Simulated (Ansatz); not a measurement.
CHCl (`[CH]Cl`) (triplet). Total charge 0; spin multiplicity 3.

Bond lengths: C1–Cl2 1.646 Å, C1–H3 1.083 Å. Angles: Cl2–C1–H3 127.2°.

Task: List the harmonic frequencies (cm⁻¹, unscaled) at PBE0-D4/def2-TZVP in Ansatz. (Estimate.)

Result: Computed: 915, 952, 3214.

Task: Is this a minimum?

Result: Yes, all 3 modes are real.

Task: Give the ideal-gas thermochemistry at 298.15 K and 1 bar (rigid rotor, harmonic oscillator; point group Cs, symmetry number 1).

Result: Zero-point energy 30.4 kJ/mol; H(298) − E = 40.6 kJ/mol; entropy 241.9 J/(mol·K), of which translation 157.3, rotation 74.4, vibration 1.0, electronic 9.1; G(298) − E = -31.6 kJ/mol.
